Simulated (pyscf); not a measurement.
This saddle point was located with ωB97X-D3(BJ)/def2-SVP in PySCF.

```xyz
4

Cl    -0.1656     0.5173     0.9120
Ga    -1.8779    -0.7922    -0.3104
Cl    -1.1817    -2.7380    -0.8369
H     -1.7973     0.6990     0.3385
```
Charge 0, spin multiplicity 1.

Surface: singlet, charge 0. Lowest wavenumbers (cm⁻¹): 1250i, 102, 316, 406, 443.

### Question
What reaction is this the transition state of?

### Answer
`[Cl][GaH][Cl]` <-> `[ClH]` + `[Cl][Ga]` [singlet], a 1,1-elimination read from left to right: Cl–Ga, Ga–H broken and Cl–H formed. At CCSD(T)/def2-TZVPP + ΔMP2(QZVPP) it lies +55.4 kcal/mol from the left side and +29.5 kcal/mol from the right (each side as separated species at their lowest minima found). This is the saddle that the search found; another between the same sides may lie lower. The CCSD(T) − MP2 part came from Ansatz, without density fitting, on the same reference. The frozen core leaves the outer d or s,p core shells of the metals and heavy elements correlated in the MP2 and CC values, and def2-TZVPP describes them poorly, which can shift differences by a few kcal/mol. Elements up to Kr have no core potential and no relativistic terms here.
